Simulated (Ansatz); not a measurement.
# S2F+ (quintet): wave-function methods side by side, def2-QZVPP

An exercise on one series of results from a longer session: the logs are not shown, and one member is left open.

The runs use Ansatz 0.2.0, Gaussian basis; def2-QZVPP, core rule «outside noble gas», up to 11 orbitals frozen.

To be run: UHF; ROHF; CCSD(T) on UHF.

## The geometry

The geometry is a PBE0/def2-TZVP stationary point (not a proven minimum) of the parent state, kept for this charge and spin.

3 atoms, charge 1, spin multiplicity 5.

Atoms are counted from 1 here; the program's logs count them from 0.

Bond lengths: F1–S2 1.740 Å, S2–S3 1.950 Å. Angles: F1–S2–S3 180.0°.

The first run:

Contents of in.yaml:

```yaml
crystal:
  periodic: [false, false, false]
  atoms:
    - {symbol: F, position_ang: [0.000000, 0.000000, 1.810100]}
    - {symbol: S, position_ang: [0.000000, 0.000000, 0.070000]}
    - {symbol: S, position_ang: [0.000000, 0.000000, -1.880100]}
basis:
  gaussian: {orbitals: "def2-QZVPP.json"}
total_charge: 1
magnetization: {spin_polarized: true, initial_magnetization: 4}
hamiltonian: {xc: hf}
output: {orbitals: {seedname: orbitals}}
```

Run with:

```sh
> ansatz run in.yaml --threads 1 --pin off --events-out ev --progress --plain --max-ram 2393MiB
```

Steps of the session up to this table: UHF; ROHF; CCSD(T) on UHF.

One of the session's tables, all rows but one given; the rest of the session is left out.

| method | from UCCSD(T) (meV) |
| --- | --- |
| ROHF | +17562.1 |
| UHF | +16819.3 |
| UMP2 | +1845.9 |
| UCCSD | ? |
| UCCSD(T) | 0 |

Estimate the missing values for UCCSD.

**Answer.** from UCCSD(T) (meV): +795.0. In the column «from UCCSD(T) (meV)» it lies between UCCSD(T) (0) and UMP2 (+1845.9).
